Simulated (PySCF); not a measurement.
# One shape, several levels: doublet [C5H6]+

Aim: a comparison of 6 runs (U-r2SCAN/def2-SVP, UBHLYP/def2-SVP, UBLYP/def2-SVP, UM06-2X/def2-SVP, UPBE0/def2-SVP, USVWN5/def2-SVP) of doublet [C5H6]+. 

Program for the calculation: PySCF 2.14.0.

2 further runs of the same task are left out: 2 set aside as unsound or not needed.

### 1 The structure to begin with

The species is [C5H6]+ (11 atoms), meant as a doublet with charge +1. SMILES of the parent species: `C#CC(=C)C`. Geometry: relaxed at PBE0-D4/def2-TZVP. That shape belongs to the parent species and isn't relaxed for this state.

Bond lengths: C1–C2 1.203 Å, C2–C3 1.426 Å, C3–C4 1.335 Å, C3–C5 1.500 Å, C1–H6 1.064 Å, C4–H7 1.084 Å, C4–H8 1.082 Å, C5–H9 1.093 Å, C5–H10 1.093 Å, C5–H11 1.090 Å. Some angles: C1–C2–C3 177.6°, C2–C3–C4 120.8°, C2–C3–C5 116.1°, C4–C3–C5 123.1°, C2–C1–H6 179.2°, C3–C4–H7 120.7°, C3–C4–H8 121.4°, C3–C5–H9 110.6°, C3–C5–H10 110.6°, C3–C5–H11 110.8°.

### 2 A single-point energy at U-r2SCAN/def2-SVP (run 1)

input.xyz reads:

```xyz
11

C     -1.345100     1.765600     1.023600
C     -0.786700     0.836000     0.502900
C     -0.073000    -0.237900    -0.105500
C     -0.718400    -1.309500    -0.570900
C      1.416500    -0.080200    -0.182900
H     -1.852900     2.580700     1.482100
H     -0.174900    -2.125300    -1.033200
H     -1.795300    -1.393800    -0.500600
H      1.842600     0.040200     0.816500
H      1.678700     0.815000    -0.752400
H      1.874100    -0.947800    -0.659100
```

job.py reads:

```python
from pyscf import gto, dft

system = gto.Mole()
system.atom = 'input.xyz'
system.basis = 'def2-svp'
system.max_memory = 1860
system.charge = 1
system.spin = 1
system.verbose = 3
system.build()

myscf = dft.UKS(system, xc='r2scan')
myscf.grids.level = 5
myscf.conv_tol = 1e-10
myscf.kernel()
if not myscf.converged:
    myscf = myscf.newton().run(myscf.mo_coeff, myscf.mo_occ)

e_tot = myscf.e_tot
print('Final energy', e_tot)
```

Launch:

```console
OMP_NUM_THREADS=1 python job.py
```

What it wrote:

```text
converged SCF energy = -193.452977324627  <S^2> = 0.76866211  2S+1 = 2.0185758
Final energy -193.45297732462728
```

Run time: 2.8 min. Hardware: 1 thread of Arm Neoverse V2, shared host; peak memory 0.58 GiB.

### 3 The energy at UBHLYP/def2-SVP (run 2)

run.py reads:

```python
from pyscf import gto, dft

mol = gto.Mole()
mol.atom = '''
C     -1.345100     1.765600     1.023600
C     -0.786700     0.836000     0.502900
C     -0.073000    -0.237900    -0.105500
C     -0.718400    -1.309500    -0.570900
C      1.416500    -0.080200    -0.182900
H     -1.852900     2.580700     1.482100
H     -0.174900    -2.125300    -1.033200
H     -1.795300    -1.393800    -0.500600
H      1.842600     0.040200     0.816500
H      1.678700     0.815000    -0.752400
H      1.874100    -0.947800    -0.659100
'''
mol.spin = 1
mol.verbose = 3
mol.max_memory = 1860
mol.basis = 'def2-svp'
mol.charge = 1
mol.build()

ks = dft.UKS(mol)
ks.xc = 'bhandhlyp'
ks.conv_tol = 1e-10
ks.grids.level = 5
ks.kernel()
if not ks.converged:
    ks = ks.newton().run(ks.mo_coeff, ks.mo_occ)

e_final = ks.e_tot
print('E = %.10f Eh' % e_final)
```

Launch:

```console
OMP_NUM_THREADS=1 python run.py
```

What it wrote:

```text
converged SCF energy = -193.456386349982  <S^2> = 0.7846644  2S+1 = 2.0343691
E = -193.4563863500 Eh
```

Run time: 71 s. Hardware: 1 thread of Arm Neoverse V2, shared host; peak memory 0.54 GiB.

Runs 3 to 5 aren't shown in full; the table further down has their settings and results.

### 4 The energy at USVWN5/def2-SVP (run 6)

run.py reads:

```python
from pyscf import gto, dft

mol = gto.Mole()
mol.atom = '''
C     -2.541871     3.336500     1.934324
C     -1.486648     1.579811     0.950343
C     -0.137950    -0.449566    -0.199366
C     -1.357579    -2.474596    -1.078845
C      2.676797    -0.151556    -0.345631
H     -3.501474     4.876816     2.800763
H     -0.330513    -4.016235    -1.952465
H     -3.392625    -2.633900    -0.945997
H      3.482009     0.075967     1.542961
H      3.172283     1.540127    -1.421830
H      3.541536    -1.791082    -1.245518
'''
mol.verbose = 3
mol.unit = 'bohr'
mol.charge = 1
mol.spin = 1
mol.basis = 'def2-svp'
mol.max_memory = 1860
mol.build()

ks = dft.UKS(mol, xc='svwn')
ks.conv_tol = 1e-10
ks.grids.level = 5
ks.kernel()
if not ks.converged:
    ks = ks.newton().run(ks.mo_coeff, ks.mo_occ)

e_final = ks.e_tot
print('Final energy', e_final)
```

Launch:

```console
OMP_NUM_THREADS=1 python run.py
```

What it wrote:

```text
converged SCF energy = -191.748495379499  <S^2> = 0.75289701  2S+1 = 2.0028949
Final energy -191.74849537949873
```

It took 41 s on 1 thread of Arm Neoverse V2, shared host; peak memory 0.35 GiB.

### 5 All runs side by side

```csv
run,level,energy (Eh),HOMO energy (eV),LUMO energy (eV),⟨S²⟩,wall time
1,U-r2SCAN/def2-SVP,-193.452977,-13.36,-11.74,0.769,2.8 min
2,UBHLYP/def2-SVP,-193.456386,-15.28,-10.01,0.785,71 s
3,UBLYP/def2-SVP,-193.489792,-12.79,-11.85,0.755,62 s
4,UM06-2X/def2-SVP,-193.473023,-15.30,-10.21,0.777,2.9 min
5,UPBE0/def2-SVP,-193.335442,-14.28,-11.09,0.770,64 s
6,USVWN5/def2-SVP,-191.748495,-13.07,-12.33,0.753,41 s
```

### 6 Summary of results

| quantity | value |
| --- | --- |
| run 6: total energy | -191.74850 Eh |
| run 6: HOMO energy (highest over α and β) | -13.07 eV |
| run 6: LUMO energy (lowest over α and β) | -12.33 eV |
| run 6: ⟨S²⟩ | 0.753 |

Totals of different functionals can't be ranked against each other. All runs together took 9.7 min, the longest 2.9 min.
